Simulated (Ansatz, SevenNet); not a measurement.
For fluorite CeO2, the machine-learned potential SevenNet-l3i5 (trained on PBE and PBE+U data) gives:

```
Property                           Value
------------------------------  --------
lattice constant a               5.465 Å
elastic constant C11             318 GPa
elastic constant C44            46.9 GPa
Voigt–Reuss–Hill shear modulus  66.5 GPa
```

Q: What does PBE0 in Ansatz (PAW) give for the same quantities?

A: 
- lattice constant a: 5.396 Å (decreases by 1.3 %)
- elastic constant C11: 403 GPa (increases by 27 %)
- elastic constant C44: 55.7 GPa (grows by 19 %)
- Voigt–Reuss–Hill shear modulus: 82.8 GPa (grows by 25 %)

For comparison: lattice constant a 5.391 Å (measured, 0 K, extrapolated to 0 K; as tabulated in Stimac et al. (2024), arXiv:2411.06536); elastic constant C11 403 GPa (measured, temperature not stated, no zero-point or thermal correction; as tabulated in Atomistic and experimental study on thermal conductivity of bulk and porous …); elastic constant C44 60 GPa (measured, temperature not stated, no zero-point or thermal correction; as tabulated in Atomistic and experimental study on thermal conductivity of bulk and porous …).

Changes are worked out from the printed values.

Unless a cell is named, each level is at its own relaxed cell (SevenNet-l3i5 13.60, PBE0 13.09 Å³/atom).

The crystal itself was run without spin with PBE0; a magnetic state was not tried in these runs.

Ansatz's density-functional and Hartree–Fock values are scalar-relativistic unless marked +SOC, with PAW data made under PBE.

Ansatz is an electronic-structure program.
